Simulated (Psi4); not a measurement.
# doublet [O2]− at 6 levels

Aim: a comparison of 6 runs (U-revPBE/aug-cc-pVTZ, U-wB97X/aug-cc-pVTZ, UCAM-B3LYP/aug-cc-pVTZ, UPBE/aug-cc-pVTZ, USVWN5/aug-cc-pVTZ, UTPSS/aug-cc-pVTZ) of doublet [O2]−. 

Program for the calculation: Psi4 1.11.

8 further runs of the same task are left out: 7 that didn't finish, 1 set aside as unsound or not needed.

## Step 1: Starting point

[O2]−: 2 atoms, total charge -1, spin state doublet. As SMILES of the parent species, `O=O`. The coordinates come from a PBE0-D4/def2-TZVP relaxation. That shape belongs to the parent species and isn't relaxed for this state.

Bond lengths: O1–O2 1.193 Å.

## Step 2: The energy at U-revPBE/aug-cc-pVTZ (run 1)

job.py reads:

```python
import psi4

psi4.set_memory(1600000000)
psi4.set_num_threads(1)
psi4.set_output_file('o2.out', False)

m = psi4.geometry("""
-1 2
O      0.509550    -0.164850     0.262450
O     -0.509550     0.164850    -0.262450
symmetry c1
no_reorient
no_com
""")

psi4.set_options({
    'basis': 'aug-cc-pVTZ',
    'reference': 'uks',
    'puream': True,
    'e_convergence': 1e-09,
    'd_convergence': 1e-08,
    'scf_type': 'pk',
    'dft_radial_points': 99,
    'dft_spherical_points': 590,
    'maxiter': 100,
})

E, wfn = psi4.energy('revpbe', return_wfn=True)
psi4.oeprop(wfn, 'WIBERG_LOWDIN_INDICES', 'DIPOLE', 'MULLIKEN_CHARGES', title='REVPBE')
print('E =', round(E, 9))
```

On the command line:

```bash
$ python job.py
```

o2.out:

```text
[...]
  Running in c1 symmetry.
[...]
  Nuclear repulsion =   28.392993060744768
[...]
  Multiplicity = 2
[...]
  Nalpha       = 9
  Nbeta        = 8
[...]
    Number of basis functions: 92
[...]
   @UKS iter   1:  -150.12759962615817   -3.77036e-02   7.59162e-03 DIIS/ADIIS
[...]
   @UKS iter  10:  -150.33945091564971   -3.80851e-12   5.70892e-09 DIIS
[...]
   @S^2 Observed:                7.534877266E-01
[...]
    Orbital Energies [Eh]
    ---------------------
    Alpha Occupied:
       1A    -18.518778     2A    -18.518661     3A     -0.841599
       4A     -0.375347     5A     -0.144295     6A     -0.136296
       7A     -0.108159     8A      0.112126     9A      0.149468
    Alpha Virtual:
      10A      0.196324    11A      0.250265    12A      0.260996
      13A      0.266181    14A      0.302656    15A      0.306743
      16A      0.318536    17A      0.425346    18A      0.569256
      19A      0.680396    20A      0.680601    21A      0.765097
      22A      0.839352    23A      0.849567    24A      0.882369
      25A      0.887098    26A      0.887474    27A      0.893443
[...]
  @UKS Final Energy:  -150.33945091564971
   => Energetics <=
    Nuclear Repulsion Energy =             28.3929930607447680
    One-Electron Energy =                -268.3013227773687959
    Two-Electron Energy =                 106.8677588548020765
    DFT Exchange-Correlation Energy =     -17.2988800538277587
    Empirical Dispersion Energy =           0.0000000000000000
    VV10 Nonlocal Energy =                  0.0000000000000000
    Total Energy =                       -150.3394509156497065
[...]
 Multipole Moments:
 ------------------------------------------------------------------------------------
     Multipole            Electronic (a.u.)      Nuclear  (a.u.)        Total (a.u.)
 ------------------------------------------------------------------------------------
 L = 1.  Multiply by 2.5417464519 to convert [e a0] to [Debye]
 Dipole X            :         -0.0000000            0.0000000           -0.0000000
 Dipole Y            :         -0.0000000            0.0000000           -0.0000000
 Dipole Z            :          0.0000000            0.0000000            0.0000000
 Magnitude           :                                                    0.0000000
[...]
  Mulliken Charges: (a.u.)
   Center  Symbol    Alpha    Beta     Spin     Total
       1     O     4.50000  4.00000  0.50000 -0.50000
       2     O     4.50000  4.00000  0.50000 -0.50000
   Total alpha =  9.00000, Total beta =  8.00000, Total charge = -1.00000
  Wiberg Bond Indices using Orthogonal Lowdin Orbitals:
  Total Bond Index:
  Irrep: 1 Size: 2 x 2
                 1                   2
[...]
```

The script printed:

```text
E = -150.339450916
```

It took 6.3 s on 1 thread of Intel Xeon 6975P-C (Granite Rapids), shared host; peak memory 0.65 GiB.

## Step 3: Energy and forces at U-wB97X/aug-cc-pVTZ (run 2)

run.py reads:

```python
import psi4

psi4.set_memory('1600 MB')
psi4.set_num_threads(1)
psi4.core.set_output_file('run.log', False)

m = psi4.geometry("""
-1 2
O
O 1 1.192806
symmetry c1
no_reorient
no_com
""")

options = {'basis': 'aug-cc-pVTZ', 'reference': 'uks', 'puream': True, 'e_convergence': 1e-09, 'd_convergence': 1e-08, 'scf_type': 'pk', 'dft_radial_points': 99, 'dft_spherical_points': 590, 'maxiter': 100}
psi4.set_options(options)

e_tot = psi4.gradient("wb97x")
print('gradient / Eh bohr^-1')
print(e_tot.np.round(6))
for k, v in sorted(psi4.core.scalar_variables().items()):
    print(f'{k:45s} {v:18.10f}')
```

On the command line:

```bash
$ python run.py
```

run.log:

```text
[...]
  Running in c1 symmetry.
[...]
  Nuclear repulsion =   28.393000607709887
[...]
  Multiplicity = 2
[...]
  Nalpha       = 9
  Nbeta        = 8
[...]
    Number of basis functions: 92
[...]
   @UKS iter   1:  -150.21065438978087   -3.89487e-01   5.84964e-03 ADIIS/DIIS
[...]
   @UKS iter  11:  -150.33903276635729   -1.03455e-11   3.03034e-09 DIIS
[...]
   @S^2 Observed:                7.555013371E-01
[...]
    Orbital Energies [Eh]
    ---------------------
    Alpha Occupied:
       1A    -18.942564     2A    -18.942393     3A     -1.052120
       4A     -0.570715     5A     -0.314172     6A     -0.293091
       7A     -0.277960     8A     -0.038926     9A      0.000504
    Alpha Virtual:
      10A      0.268217    11A      0.340843    12A      0.353121
      13A      0.354195    14A      0.388620    15A      0.388741
      16A      0.407888    17A      0.521868    18A      0.729674
      19A      0.797538    20A      0.797789    21A      0.881642
      22A      0.967778    23A      0.972702    24A      1.010721
      25A      1.011433    26A      1.013165    27A      1.019145
[...]
  @UKS Final Energy:  -150.33903276635729
   => Energetics <=
    Nuclear Repulsion Energy =             28.3930006077098867
    One-Electron Energy =                -268.5438959521958964
    Two-Electron Energy =                 102.2428992834670822
    DFT Exchange-Correlation Energy =     -12.4310367053383821
    Empirical Dispersion Energy =           0.0000000000000000
    VV10 Nonlocal Energy =                  0.0000000000000000
    Total Energy =                       -150.3390327663573203
[...]
 Multipole Moments:
 ------------------------------------------------------------------------------------
     Multipole            Electronic (a.u.)      Nuclear  (a.u.)        Total (a.u.)
 ------------------------------------------------------------------------------------
 L = 1.  Multiply by 2.5417464519 to convert [e a0] to [Debye]
 Dipole X            :          0.0000000            0.0000000            0.0000000
 Dipole Y            :         -0.0000000            0.0000000           -0.0000000
 Dipole Z            :         -0.0000000           -0.0000000           -0.0000000
 Magnitude           :                                                    0.0000000
[...]
  -Total Gradient:
     Atom            X                  Y                   Z
    ------   -----------------  -----------------  -----------------
       1        0.000000000000    -0.000000000000     0.179079386616
       2        0.000000000000    -0.000000000000    -0.179079386616
[...]
```

The script printed:

```text
gradient / Eh bohr^-1
[[ 0.       -0.        0.179079]
 [ 0.       -0.       -0.179079]]
CURRENT ENERGY                                   -150.3390327664
CURRENT REFERENCE ENERGY                         -150.3390327664
DD SOLVATION ENERGY                                 0.0000000000
DFT FUNCTIONAL TOTAL ENERGY                      -150.3390327664
DFT TOTAL ENERGY                                 -150.3390327664
DFT VV10 ENERGY                                     0.0000000000
DFT XC ENERGY                                     -12.4310367053
GRID ELECTRONS ALPHA                                8.9999999908
GRID ELECTRONS BETA                                 7.9999999900
GRID ELECTRONS TOTAL                               16.9999999808
NUCLEAR REPULSION ENERGY                           28.3930006077
ONE-ELECTRON ENERGY                              -268.5438959522
PCM POLARIZATION ENERGY                             0.0000000000
PE ENERGY                                           0.0000000000
SCF ITERATION ENERGY                             -150.3390327664
SCF ITERATIONS                                     11.0000000000
SCF TOTAL ENERGY                                 -150.3390327664
TWO-ELECTRON ENERGY                               102.2428992835
XC GRID RADIAL POINTS                              99.0000000000
XC GRID SPHERICAL POINTS                          590.0000000000
XC GRID TOTAL POINTS                           115288.0000000000
```

It took 15 s on 1 thread of Intel Xeon 6975P-C (Granite Rapids), shared host; peak memory 0.71 GiB.

Runs 3 to 4 aren't shown in full; the table further down has their settings and results.

## Step 4: Energy and forces at USVWN5/aug-cc-pVTZ (run 5)

input.in reads:

```
memory 1600 MB

molecule {
  -1 2
  O      0.96290995    -0.31152135     0.49595862
  O     -0.96290995     0.31152135    -0.49595862
  units au
  symmetry c1
}

set globals {
  basis                aug-cc-pVTZ
  reference            uks
  puream               true
  e_convergence        1e-09
  d_convergence        1e-08
  scf_type             pk
  dft_radial_points    99
  dft_spherical_points 590
  maxiter              100
}

energy_value, wavefunction = gradient('scf', dft_functional={"name": "SVWN5", "x_functionals": {"LDA_X": {}}, "c_functionals": {"LDA_C_VWN": {}}}, return_wfn=True)
oeprop(wavefunction, 'QUADRUPOLE', 'DIPOLE', 'LOWDIN_CHARGES', title='SCF')
```

On the command line:

```bash
$ psi4 -n 1 input.in input.out
```

input.out (excerpt; [...] marks lines left out):

```text
[...]
  Running in c1 symmetry.
[...]
  Nuclear repulsion =   28.392993031497380
[...]
  Multiplicity = 2
[...]
  Nalpha       = 9
  Nbeta        = 8
[...]
    Number of basis functions: 92
[...]
   @UKS iter   1:  -149.11443709428346   -3.16927e-02   7.66688e-03 DIIS/ADIIS
[...]
   @UKS iter  13:  -149.32566762924804   -4.94254e-11   3.08606e-09 DIIS
[...]
   @S^2 Observed:                7.531486281E-01
[...]
  @UKS Final Energy:  -149.32566762924804
   => Energetics <=
    Nuclear Repulsion Energy =             28.3929930314973795
    One-Electron Energy =                -268.1832183196663664
    Two-Electron Energy =                 106.6958223168081190
    DFT Exchange-Correlation Energy =     -16.2312646578871913
    Empirical Dispersion Energy =           0.0000000000000000
    VV10 Nonlocal Energy =                  0.0000000000000000
    Total Energy =                       -149.3256676292480449
[...]
  -Total Gradient:
     Atom            X                  Y                   Z
    ------   -----------------  -----------------  -----------------
       1       -0.169666529666    -0.000000000000     0.000000000000
       2        0.169666529666     0.000000000000     0.000000000000
[...]
 Multipole Moments:
 ------------------------------------------------------------------------------------
     Multipole            Electronic (a.u.)      Nuclear  (a.u.)        Total (a.u.)
 ------------------------------------------------------------------------------------
 L = 1.  Multiply by 2.5417464519 to convert [e a0] to [Debye]
 Dipole X            :         -0.0000000            0.0000000           -0.0000000
 Dipole Y            :         -0.0000000            0.0000000           -0.0000000
 Dipole Z            :         -0.0000000            0.0000000           -0.0000000
 Magnitude           :                                                    0.0000000
 L = 2.  Multiply by 1.3450342976 to convert [e a0^2] to [Debye ang]
 Quadrupole XX       :        -33.7445425           20.3234572          -13.4210853
 Quadrupole XY       :          0.0000000           -0.0000000            0.0000000
[...]
```

It took 9 s on 1 thread of Intel Xeon 6975P-C (Granite Rapids), shared host; peak memory 0.44 GiB.

## Step 5: A single-point energy at UTPSS/aug-cc-pVTZ (run 6)

run.py reads:

```python
import psi4

psi4.set_memory('1600 MB')
psi4.set_num_threads(1)
psi4.core.set_output_file('output.dat', False)

molecule = psi4.geometry("""
-1 2
O      0.509550    -0.164850     0.262450
O     -0.509550     0.164850    -0.262450
symmetry c1
""")

psi4.set_options({
    'reference': 'uks',
    'puream': True,
    'e_convergence': 1e-09,
    'd_convergence': 1e-08,
    'scf_type': 'pk',
    'dft_radial_points': 99,
    'dft_spherical_points': 590,
    'maxiter': 100,
})

energy_value, wavefunction = psi4.energy('tpss/aug-cc-pVTZ', return_wfn=True)
psi4.oeprop(wavefunction, 'WIBERG_LOWDIN_INDICES', 'DIPOLE', 'LOWDIN_CHARGES')
print('E =', round(energy_value, 9))
for k, v in sorted(psi4.core.scalar_variables().items()):
    print(f'{k:45s} {v:18.10f}')
```

On the command line:

```bash
$ python run.py
```

output.dat:

```text
[...]
  Running in c1 symmetry.
[...]
  Nuclear repulsion =   28.392993060744768
[...]
  Multiplicity = 2
[...]
  Nalpha       = 9
  Nbeta        = 8
[...]
    Number of basis functions: 92
[...]
   @UKS iter   1:  -150.18810086103176   -6.32928e-02   7.57553e-03 ADIIS/DIIS
[...]
   @UKS iter  10:  -150.39495960408297   -4.32010e-12   4.57318e-09 DIIS
[...]
   @S^2 Observed:                7.537317631E-01
[...]
    Orbital Energies [Eh]
    ---------------------
    Alpha Occupied:
       1A    -18.635459     2A    -18.635357     3A     -0.852225
       4A     -0.390472     5A     -0.149422     6A     -0.136242
       7A     -0.111094     8A      0.109028     9A      0.148789
    Alpha Virtual:
      10A      0.202627    11A      0.257329    12A      0.268781
      13A      0.273403    14A      0.309565    15A      0.313211
      16A      0.325742    17A      0.432991    18A      0.580794
      19A      0.689123    20A      0.689307    21A      0.775062
      22A      0.850261    23A      0.858907    24A      0.894332
      25A      0.897478    26A      0.897798    27A      0.904362
[...]
  @UKS Final Energy:  -150.39495960408297
   => Energetics <=
    Nuclear Repulsion Energy =             28.3929930607447680
    One-Electron Energy =                -268.4581944581377684
    Two-Electron Energy =                 107.0474970963742578
    DFT Exchange-Correlation Energy =     -17.3772553030642243
    Empirical Dispersion Energy =           0.0000000000000000
    VV10 Nonlocal Energy =                  0.0000000000000000
    Total Energy =                       -150.3949596040829704
[...]
 Multipole Moments:
 ------------------------------------------------------------------------------------
     Multipole            Electronic (a.u.)      Nuclear  (a.u.)        Total (a.u.)
 ------------------------------------------------------------------------------------
 L = 1.  Multiply by 2.5417464519 to convert [e a0] to [Debye]
 Dipole X            :         -0.0000000            0.0000000           -0.0000000
 Dipole Y            :          0.0000000            0.0000000            0.0000000
 Dipole Z            :          0.0000000            0.0000000            0.0000000
 Magnitude           :                                                    0.0000000
[...]
```

The script printed:

```text
E = -150.394959604
CURRENT ENERGY                                   -150.3949596041
CURRENT REFERENCE ENERGY                         -150.3949596041
DD SOLVATION ENERGY                                 0.0000000000
DFT FUNCTIONAL TOTAL ENERGY                      -150.3949596041
DFT TOTAL ENERGY                                 -150.3949596041
DFT VV10 ENERGY                                     0.0000000000
DFT XC ENERGY                                     -17.3772553031
GRID ELECTRONS ALPHA                                8.9999999906
GRID ELECTRONS BETA                                 7.9999999899
GRID ELECTRONS TOTAL                               16.9999999806
NUCLEAR REPULSION ENERGY                           28.3929930607
ONE-ELECTRON ENERGY                              -268.4581944581
PCM POLARIZATION ENERGY                             0.0000000000
PE ENERGY                                           0.0000000000
SCF ITERATION ENERGY                             -150.3949596041
SCF ITERATIONS                                     10.0000000000
SCF TOTAL ENERGY                                 -150.3949596041
TWO-ELECTRON ENERGY                               107.0474970964
XC GRID RADIAL POINTS                              99.0000000000
XC GRID SPHERICAL POINTS                          590.0000000000
XC GRID TOTAL POINTS                           115288.0000000000
```

Run time: 13 s. Hardware: 1 thread of Intel Xeon 6975P-C (Granite Rapids), shared host; peak memory 0.73 GiB.

## Step 6: All runs side by side

```
run                   level      task  energy (Eh)  HOMO energy (eV)  LUMO energy (eV)   ⟨S²⟩  wall time
  1    U-revPBE/aug-cc-pVTZ    energy  -150.339451              4.40              4.78  0.753      6.3 s
  2     U-wB97X/aug-cc-pVTZ  gradient  -150.339033              0.52              7.30  0.756       15 s
  3  UCAM-B3LYP/aug-cc-pVTZ  gradient  -150.338313              1.44              6.36  0.756       15 s
  4        UPBE/aug-cc-pVTZ  gradient  -150.234036              4.34              4.68  0.753      9.6 s
  5      USVWN5/aug-cc-pVTZ  gradient  -149.325668              4.24              4.26  0.753        9 s
  6       UTPSS/aug-cc-pVTZ    energy  -150.394960              4.33              5.02  0.754       13 s
```

## Step 7: Results

| quantity | value |
| --- | --- |
| run 6: total energy | -150.39496 Eh |
| run 6: HOMO energy (highest over α and β) | 4.33 eV |
| run 6: LUMO energy (lowest over α and β) | 5.02 eV |
| run 6: ⟨S²⟩ | 0.754 |

What this shows: Totals of different functionals can't be ranked against each other. In runs 1, 2, 3, 4, 5, 6 the HOMO lies above zero, so the outermost electron may be held by the basis alone. All runs together took 67 s, the longest 15 s.
